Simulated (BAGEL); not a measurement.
**HF/def2-SVP (density fitting with qzvpp-jkfit) run of [H2PO4]− (dihydrogen phosphate)**

Aim: the energy change on altering one bond length of [H2PO4]− (dihydrogen phosphate) at HF/def2-SVP (density fitting with qzvpp-jkfit), from 2 runs. 

The calculation is run with BAGEL 1.2.2.

6 further runs of the same task are left out: 6 that didn't finish.

## 1. Starting point

The species is [H2PO4]− (7 atoms), meant as a singlet with charge -1. As SMILES, `O=P([O-])(O)O`. The shape is that of a GFN2-xTB optimisation. This is one conformer, not always the lowest.

Bond lengths: O1–P2 1.485 Å, P2–O3 1.485 Å, P2–O4 1.671 Å, P2–O5 1.670 Å, O4–H6 0.952 Å, O5–H7 0.953 Å. Angles: O1–P2–O3 124.2°, O1–P2–O4 108.6°, O1–P2–O5 106.9°, O3–P2–O4 106.9°, O3–P2–O5 108.7°, O4–P2–O5 98.7°, P2–O4–H6 99.9°, P2–O5–H7 99.8°.

## 2. A single-point energy at HF/def2-SVP (density fitting with qzvpp-jkfit)

hf.json reads:

```json
{ "bagel": [

{
  "title": "molecule",
  "basis": "svp",
  "df_basis": "qzvpp-jkfit",
  "angstrom": true,
  "geometry": [
    { "atom": "O", "xyz": [    0.569870,   -1.598300,    0.412200 ] },
    { "atom": "P", "xyz": [   -0.162430,   -0.414470,   -0.104690 ] },
    { "atom": "O", "xyz": [   -1.397170,   -0.490890,   -0.926100 ] },
    { "atom": "O", "xyz": [   -0.493680,    0.608230,    1.175230 ] },
    { "atom": "O", "xyz": [    0.954420,    0.535630,   -0.904830 ] },
    { "atom": "H", "xyz": [   -1.221940,    1.100170,    0.808200 ] },
    { "atom": "H", "xyz": [    1.750940,    0.259620,   -0.460020 ] }
  ]
},
{
  "title": "hf",
  "charge": -1
},
{
  "title": "print",
  "file": "orbitals.molden",
  "orbitals": true
}

]}
```

Run with:

```console
$ BAGEL_NUM_THREADS=1 BAGEL hf.json > hf.out
```

The log of the run:

```text
* using 1 threads per process

  ===============================================================
  ===============================================================

  *** Geometry ***

  { "atom" : "O", "xyz" : [      1.076898,     -3.020349,      0.778945 ] },
  { "atom" : "P", "xyz" : [     -0.306948,     -0.783235,     -0.197835 ] },
  { "atom" : "O", "xyz" : [     -2.640269,     -0.927648,     -1.750075 ] },
  { "atom" : "O", "xyz" : [     -0.932920,      1.149388,      2.220863 ] },
  { "atom" : "O", "xyz" : [      1.803592,      1.012194,     -1.709881 ] },
  { "atom" : "H", "xyz" : [     -2.309132,      2.079020,      1.527277 ] },
  { "atom" : "H", "xyz" : [      3.308797,      0.490611,     -0.869312 ] },

  Number of auxiliary basis functions:      472

  Since a DF basis is specified, we compute 2- and 3-index integrals:
    o Being stored without compression. Storage requirement is 0.027 GB

  Number of basis functions:       84
  Number of electrons      :       49

    * METHOD: MOLECULE                             0.22

  *** RHF ***

  === Nuclear Repulsion ===
   266.8246542331

      * DIIS with orbital gradients will be used.

  === RHF iteration (svp) ===
      0       -640.69070169          0.02825214           0.07
      1       -640.97079239          0.01810599           0.06
      2       -641.13426965          0.00130274           0.06
      3       -641.13525530          0.00065630           0.07
      4       -641.13550062          0.00010032           0.07
      5       -641.13550937          0.00003415           0.06
      6       -641.13551043          0.00001075           0.06
      7       -641.13551057          0.00000273           0.06
      8       -641.13551057          0.00000130           0.08
      9       -641.13551057          0.00000027           0.06
     10       -641.13551057          0.00000014           0.07
     11       -641.13551057          0.00000004           0.06
     12       -641.13551057          0.00000001           0.06
     13       -641.13551057          0.00000000           0.07
    * SCF iteration converged.

    * Permanent dipole moment:
           (   -0.450483,    -1.159655,    -0.293720) a.u.

    * METHOD: HF                                   1.09

    * METHOD: PRINT                                0.03

  ===============================================================
```

Wall time 1.7 s (1 thread of AMD EPYC 7B13 (Zen 3), shared host); peak memory 0.12 GiB.

## 3. The distorted shape at the same level

hf.json reads:

```json
{ "bagel": [

{
  "title": "molecule",
  "basis": "svp",
  "df_basis": "qzvpp-jkfit",
  "angstrom": true,
  "geometry": [
    { "atom": "O", "xyz": [       0.330902,      -1.515493,       0.278750 ] },
    { "atom": "P", "xyz": [      -0.401398,      -0.331663,      -0.238140 ] },
    { "atom": "O", "xyz": [      -1.636138,      -0.408083,      -1.059550 ] },
    { "atom": "O", "xyz": [      -0.732648,       0.691037,       1.041780 ] },
    { "atom": "O", "xyz": [       0.715452,       0.618437,      -1.038280 ] },
    { "atom": "H", "xyz": [      -1.460908,       1.182977,       0.674750 ] },
    { "atom": "H", "xyz": [       1.750940,       0.259620,      -0.460020 ] }
  ]
},

{
  "title": "hf",
  "charge": -1
},

{
  "title": "print",
  "file": "orbitals.molden",
  "orbitals": true
}

]}
```

Run with:

```console
$ BAGEL_NUM_THREADS=1 BAGEL hf.json > hf.out
```

The log of the run:

```text
* using 1 threads per process

  ===============================================================
  ===============================================================

  *** Geometry ***

  { "atom" : "O", "xyz" : [      0.625314,     -2.863867,      0.526761 ] },
  { "atom" : "P", "xyz" : [     -0.758532,     -0.626752,     -0.450019 ] },
  { "atom" : "O", "xyz" : [     -3.091853,     -0.771165,     -2.002259 ] },
  { "atom" : "O", "xyz" : [     -1.384504,      1.305871,      1.968679 ] },
  { "atom" : "O", "xyz" : [      1.352008,      1.168677,     -1.962065 ] },
  { "atom" : "H", "xyz" : [     -2.760716,      2.235503,      1.275093 ] },
  { "atom" : "H", "xyz" : [      3.308797,      0.490611,     -0.869312 ] },

  Number of auxiliary basis functions:      472

  Since a DF basis is specified, we compute 2- and 3-index integrals:
    o Being stored without compression. Storage requirement is 0.027 GB

  Number of basis functions:       84
  Number of electrons      :       49

    * METHOD: MOLECULE                             0.22

  *** RHF ***

  === Nuclear Repulsion ===
   265.3028138933

      * DIIS with orbital gradients will be used.

  === RHF iteration (svp) ===
      0       -640.62105432          0.02837391           0.08
      1       -640.91034606          0.01827162           0.07
      2       -641.08155522          0.00135484           0.07
      3       -641.08297124          0.00065002           0.07
      4       -641.08325023          0.00015115           0.07
      5       -641.08327579          0.00005457           0.07
      6       -641.08327927          0.00001973           0.07
      7       -641.08327978          0.00000681           0.07
      8       -641.08327981          0.00000250           0.07
      9       -641.08327981          0.00000078           0.07
     10       -641.08327981          0.00000045           0.07
     11       -641.08327981          0.00000015           0.07
     12       -641.08327981          0.00000006           0.07
     13       -641.08327981          0.00000003           0.07
     14       -641.08327981          0.00000001           0.07
     15       -641.08327981          0.00000000           0.07
    * SCF iteration converged.

    * Permanent dipole moment:
           (   -0.536551,    -1.127862,    -0.341854) a.u.

    * METHOD: HF                                   1.29

    * METHOD: PRINT                                0.03

  ===============================================================
```

Wall time 1.8 s (1 thread of AMD EPYC 7B13 (Zen 3), shared host); peak memory 0.12 GiB.

## 4. Outcome

Level: HF/def2-SVP (density fitting with qzvpp-jkfit).

| quantity | value |
| --- | --- |
| first shape: total energy | -641.13551 Eh |
| first shape: HOMO energy | -6.15 eV |
| first shape: LUMO energy | 9.69 eV |
| first shape: HOMO–LUMO gap (to an unbound level, set by the basis) | 15.83 eV |
| distorted shape: total energy | -641.08328 Eh |
| distorted shape: HOMO energy | -6.05 eV |
| distorted shape: LUMO energy | 8.20 eV |
| distorted shape: HOMO–LUMO gap (to an unbound level, set by the basis) | 14.25 eV |
| energy change with the O5–H7 bond stretched from 0.953 to 1.239 Å | 1.421 eV |

**Reading.** With the O5–H7 bond stretched from 0.953 to 1.239 Å the energy rises by 1.42 eV (33 kcal/mol). The first shape isn't relaxed at this level, so the change isn't measured from a minimum.
